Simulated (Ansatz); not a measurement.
`CCC(O)Cl` → `[CH2]` (triplet) + `CC(O)Cl` at 500 K and 1 bar (formal loss of a carbene).

Program: Ansatz. Geometries: PBE0-D4/def2-TZVP. ΔE: electronic, gas phase. CCSD(T)/CBS adds triple-zeta CCSD(T) − MP2 to the extrapolated MP2 energy (def2 sets, frozen cores). This one scheme is used for every species. Triplets are unrestricted, without spin–orbit coupling. One conformer a species, not always the lowest.

```json
{"species": "`CCC(O)Cl`", "CCSD(T)/CBS energy (Eh)": "-653.33007", "H − E (kJ/mol)": "305.9", "S (J/(mol·K))": "389.0"}
{"species": "`[CH2]` (triplet)", "CCSD(T)/CBS energy (Eh)": "-39.09499", "H − E (kJ/mol)": "62.7", "S (J/(mol·K))": "213.9"}
{"species": "`CC(O)Cl`", "CCSD(T)/CBS energy (Eh)": "-614.06791", "H − E (kJ/mol)": "222.0", "S (J/(mol·K))": "344.8"}
```

H − E and S are ideal-gas, rigid-rotor, harmonic terms from PBE0-D4/def2-TZVP, for one conformer and one mirror image of each species, with the whole ground term of open shells counted as degenerate. 1 Eh = 2625.50 kJ/mol, R = 8.31446 J/(mol·K).

By hand: ΔE, ΔH, ΔS and ΔG.

ΔE = (-39.09499) + (-614.06791) − (-653.33007) = 0.16717 Eh = 438.9 kJ/mol. Δ(H − E) = 62.7 + 222.0 − 305.9 = -21.2, so ΔH = 417.7 kJ/mol. ΔS = 213.9 + 344.8 − 389.0 = 169.7 J/(mol·K). ΔG = 417.7 − 500 × (169.7)/1000 = 332.9 kJ/mol.

By hand: the equilibrium constant, and the temperature at which ΔG would vanish if ΔH and ΔS stayed fixed.

log₁₀ K = −ΔG/(RT ln 10) = -34.8. ΔG = 0 at ΔH/ΔS = 2461 K.

The number of gas molecules changes by +1, which sets the sign of ΔS. A doubt of 5 kJ/mol in ΔE shifts log₁₀ K by 0.5 here. Other conformers and mirror images would add mixing entropy, several J/(mol·K) or more a flexible species. A triplet takes part, so the spin changes. These are equilibria of isolated gas molecules and say nothing of rates. Largest T1 diagnostic: 0.011 (customary marks: 0.02 for closed shells, 0.045 for open ones).
